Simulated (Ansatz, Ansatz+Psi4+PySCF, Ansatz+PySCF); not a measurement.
```xyz
11

C     0.0650    0.0000   -1.5868
C    -0.5173    0.0000   -0.2548
C     0.1513    0.7372    0.8851
C     0.1513   -0.7372    0.8851
H     1.1406    0.0000   -1.7192
H    -0.5591    0.0000   -2.4699
H    -1.6015    0.0000   -0.2199
H    -0.4923    1.2582    1.5844
H     1.0772    1.2513    0.6558
H    -0.4923   -1.2582    1.5844
H     1.0772   -1.2513    0.6558
```

Basis set: cc-pVTZ (spherical functions). Left uncorrelated: 4 orbitals. Correlation on ROHF uses semicanonical orbitals with singles. Charge 0, multiplicity 2.

Computed with Ansatz (development build ahead of 0.2.0); each method stands on the lowest determinant of its kind that the runs found.

(1) Give the atomization energy at this shape (free ground-state atoms in the same class of orbitals less the molecule, no zero-point energy) of doublet C4H7 by ROHF-MP2, UHF-MP2, ROHF, UHF.

Answers

(1)

| method | atomization energy |
| --- | --- |
| ROHF-MP2 | 44.72 eV |
| UHF-MP2 | 44.69 eV |
| ROHF | 34.56 eV |
| UHF | 34.18 eV |
